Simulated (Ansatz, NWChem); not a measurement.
# Strength of the C–C bond: C2H6O → CH3O + CH3

Species: C2H6O (ethanol) `CCO`, singlet; CH3O `[CH2]O`, doublet; CH3 (methyl radical) `[CH3]`, doublet. 

Shapes, held fixed at every level: PBE0-D4/def2-TZVP. Flexible molecules stand in one conformer, not always the lowest. Programs: Ansatz 0.2.0, NWChem 7.3.0. A level may come from different programs for different species; with the same settings they agree closely. The zero-point and thermal change to 298 K, harmonic and unscaled (PBE0-D4/def2-TZVP), is -25.9 kJ/mol.

**What was measured.** Tabulated heats of formation (Active Thermochemical Tables): C2H6O -234.6; CH3O -16.1; CH3 +146.5 kJ/mol, which give ΔH(298 K) = +365.0 kJ/mol.

```tsv
level	kind	ΔH (kJ/mol)	computed − measured
PBE-D4/def2-TZVPP	GGA	+355.8	-9.2
r2SCAN-D4/def2-TZVPP	meta-GGA	+329.5	-35.5
PBE0/def2-SVP	global hybrid	+360.4	-4.5
PBE0-D4/def2-TZVPP	global hybrid	+353.4	-11.6
r2SCAN0-D4/def2-TZVPP	global hybrid	+329.3	-35.7
wB97X-V/def2-TZVPP	range-separated hybrid	+364.3	-0.6
CCSD/def2-TZVPP	coupled cluster or CI	+348.2	-16.7
CCSD(T)/CBS estimate	coupled cluster or CI	+365.4	+0.5
```

Nearest: CCSD(T)/CBS estimate (+0.5); farthest: r2SCAN0-D4/def2-TZVPP (-35.7). 4 of 8 levels lie within 10 kJ/mol. Electron pairs are made or broken, so correlation matters. Open shells run unrestricted unless RO is named. The CBS estimate extrapolates MP2 from def2-TZVPP and def2-QZVPP and adds CCSD(T) − MP2 in the triple-zeta set, cores frozen.
